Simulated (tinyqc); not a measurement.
Extended Hueckel theory, for BH3, step by step. One step of it, computed by the program tinyqc.

Problem. Wolfsberg-Helmholz matrix. H_ij = K' S_ij (H_ii + H_jj)/2 for i != j (the diagonal keeps H_ii), with K' = 1.75.

overlap S, lower triangle:
```
           1B 2s     1B 2px     1B 2py     1B 2pz     2H 1s     3H 1s     4H 1s
1B 2s   1.000000
1B 2px  0.000000   1.000000
1B 2py  0.000000   0.000000   1.000000
1B 2pz  0.000000   0.000000   0.000000   1.000000
2H 1s   0.506294   0.542657   0.000000  -0.007537  1.000000
3H 1s   0.506157  -0.271220   0.469926  -0.007534  0.103360  1.000000
4H 1s   0.506157  -0.271220  -0.469926  -0.007534  0.103360  0.103270  1.000000
```

diagonal H_ii (eV): 1B 2s -15.200000, 1B 2px -8.500000, 1B 2py -8.500000, 1B 2pz -8.500000, 2H 1s -13.600000, 3H 1s -13.600000, 4H 1s -13.600000

K = 1.750000

Give: H.

Solution.

H (eV), lower triangle:
```
           1B 2s    1B 2px   1B 2py   1B 2pz     2H 1s     3H 1s     4H 1s
1B 2s   -15.2000
1B 2px    0.0000   -8.5000
1B 2py    0.0000    0.0000  -8.5000
1B 2pz    0.0000    0.0000   0.0000  -8.5000
2H 1s   -12.7586  -10.4936   0.0000   0.1457  -13.6000
3H 1s   -12.7552    5.2447  -9.0872   0.1457   -2.4600  -13.6000
4H 1s   -12.7552    5.2447   9.0872   0.1457   -2.4600   -2.4578  -13.6000
```
